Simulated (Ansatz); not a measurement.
The input, for Ansatz 0.2.0:

```yaml
crystal:
  periodic: [false, false, false]
  atoms:
    - {symbol: Si, position_ang: [0.000000, 0.000000, 0.000000]}
    - {symbol: As, position_ang: [0.000000, 0.000000, 2.097000]}
basis:
  gaussian: {orbitals: aug-cc-pVTZ}
magnetization: {spin_polarized: false, initial_magnetization: 1}
correlation: {method: ccsdt_q, electrons: outside_noble_gas}
```

```sh
$ ansatz run in.yaml --threads 2 --pin off --events-out ev --progress --plain --max-ram 15360MiB --backend cuda --devices 0, --max-vram 18GiB
```

(1) Roughly how long does this take on 2 threads of AMD EPYC 7R13 with a shared H100 80 GB, shared host, and how much host memory?

```
1177 factors; integrals over basis functions are off by at most 1.7e-7 eV
mean field evaluation 1: about -68656.2609 eV, gradient 1.1e1 eV
mean field evaluation 2: about -68656.4486 eV, gradient 1.1e1 eV
mean field evaluation 4: about -68657.1286 eV, gradient 1.3e0 eV
mean field evaluation 8: about -68657.1426 eV, gradient 1.2e-1 eV
mean field evaluation 16: about -68657.1916 eV, gradient 6.3e-1 eV
mean field evaluation 32: about -68657.8511 eV, gradient 5.6e-6 eV
mean field evaluation 64: about -68657.1431 eV, gradient 7.4e-7 eV
mean field evaluation 96: about -68657.8511 eV, gradient 1.2e-4 eV
mean field evaluation 128: about -68657.4490 eV, gradient 6.7e0 eV
mean field evaluation 160: about -68656.7797 eV, gradient 9.0e0 eV
...
mean field -68657.85108580 eV, -2523.1294894403 hartree, gradient 6.6e-7 eV, S^2 0.750000; 10 other end points of the search recorded, 0 dependent functions left out
...
determinant -68657.85108580 eV, -2523.1294894403 hartree, with singles and doubles -68664.06050541 eV, -2523.3576814019 hartree
determinant -68657.14309067 eV, -2523.1034710990 hartree, with singles and doubles -68663.91823282 eV, -2523.3524529807 hartree
determinant -68657.85108580 eV, -2523.1294894403 hartree, with singles and doubles -68663.98227682 eV, -2523.3548065542 hartree
determinant -68657.14309067 eV, -2523.1034710990 hartree, with singles and doubles -68663.83862033 eV, -2523.3495272755 hartree
19 core orbitals not correlated: weight in the atoms' cores, before any rotation towards them, 1.000 or more for the frozen orbitals, at most 0.000 for the correlated occupied ones
reference -68657.14309067 eV, -2523.1034710990 hartree; 5, 4 occupied and 85, 86 virtual orbitals, 1177 factors
second order -6.27634997 eV of doubles, -0.11350035 eV of singles
...
cycle  13  -7.25653968 eV  change   -1.2e-4 eV  update   1.0e-4
cycle  14  -7.25661602 eV  change   -7.6e-5 eV  update   6.8e-5
cycle  15  -7.25661750 eV  change   -1.5e-6 eV  update   4.2e-5
cycle  16  -7.25663789 eV  change   -2.0e-5 eV  update   2.7e-5
cycle  17  -7.25662298 eV  change    1.5e-5 eV  update   1.5e-5
cycle  18  -7.25662308 eV  change   -9.4e-8 eV  update   7.0e-6
cycle  19  -7.25662754 eV  change   -4.5e-6 eV  update   3.8e-6
cycle  20  -7.25662793 eV  change   -3.9e-7 eV  update   2.0e-6
cycle  21  -7.25662902 eV  change   -1.1e-6 eV  update   1.2e-6
cycle  22  -7.25662991 eV  change   -8.9e-7 eV  update   7.5e-7
perturbative correction -0.06137633 eV, -0.0022555384 hartree
Total energy: -68664.46109690 eV, -2523.3724028678 hartree
```

The determinant lies 0.71 eV above the lowest one of its kind in the log.

## Answers

(1) 22 s wall and 1 GiB.
